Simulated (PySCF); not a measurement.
One ligand Y is varied and pulled off as a radical: Ta(F)4–Y. Gas-phase values, no solvent. One relaxed conformer stands for each flexible species; it need not be the lowest. Multiplicities are imposed; where one is given, others were not computed. Strings in code marks are SMILES.

Calculation: PBE-D3(BJ)/def2-TZVP // PBE-D3(BJ)/def2-SVP run with PySCF. 

| species | highest occupied spin orbital (eV) | dipole moment (D) |
|---|---|---|
| free radical OH | -7.14 | 1.73 |
| free radical NH2 (`[NH2]`) | -7.20 | 1.92 |
| free radical CH3 (`[CH3]`) | ? | 0.00 |
| free radical OCH3 (`C[O]`) | -5.97 | 2.10 |
| free radical SH | -6.12 | ? |

### Question
Some entries are withheld; supply them.

### Answer

- free radical CH3 (`[CH3]`), highest occupied spin orbital (eV): -5.38
- free radical SH, dipole moment (D): 0.87
